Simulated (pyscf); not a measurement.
H₂N–BH–SiH₃ (SMILES NB[SiH3]) → HB=NH (SMILES B=N) + SiH₄ (SMILES [SiH4]), an elimination (singlet surface; B–Si, H–N broken, H–Si formed). PySCF, gas phase, ωB97X-D3(BJ)/def2-SVP geometries. MP2 and CC: frozen core, UHF for open shells. ΔMP2 is the change of the MP2 total energy from the triple- to the quadruple-zeta basis. Energies in kJ/mol from the reactant's lowest minimum found.

Small-basis levels: PySCF, no dispersion term, spherical d functions. AM1 to PM7: differences of heats of formation from MOPAC, which are fitted to 298 K values and so differ in kind from electronic energies by zero-point and thermal terms. GFN2-xTB: tblite. Cost: rough CPU time at the saddle relative to B3LYP/6-31G*, from one job on a shared machine.

```
level                             barrier  reaction energy        cost
--------------------------------  -------  ---------------  ----------
HF/STO-3G                           514.9           +193.8        0.04
HF/6-31G*                           416.3           +118.0        0.07
PBE/6-31G*                          297.9           +141.4           1
B3LYP/STO-3G                        401.5           +168.9         0.5
B3LYP/LANL2DZ                       388.8           +125.6         0.7
B3LYP/6-31G*                        328.9           +121.5           1
B3LYP/6-311+G**                     324.1           +112.1           2
PBE/def2-SVP                        296.3           +137.6           1
B3LYP/def2-SVP                      326.9           +117.1           1
GFN2-xTB                            297.1            +36.4  under 0.02
AM1                                 375.2           +109.8  under 0.02
PM6                                 319.2            -21.2  under 0.02
CCSD(T)/def2-TZVPP + ΔMP2(QZVPP)    322.4           +121.3           –
```

Against the last row the barrier runs from -26.1 (PBE/def2-SVP) to +192.4 kJ/mol (HF/STO-3G); B3LYP/6-311+G** happens to lie closest here (1.6 kJ/mol apart). CCSD(T)/def2-TZVPP + ΔMP2(QZVPP) has limits of its own. At the saddle there is also a short B–H contact that neither side keeps. H₂N–BH–SiH₃ lies 55.2 kJ/mol over its isomer H₂B–NH–SiH₃ (electronic energy, ωB97M-D3(BJ)/def2-TZVP). One saddle was located; it need not be the lowest between these sides. The CCSD(T) − MP2 part came from Ansatz, without density fitting, on the same reference.
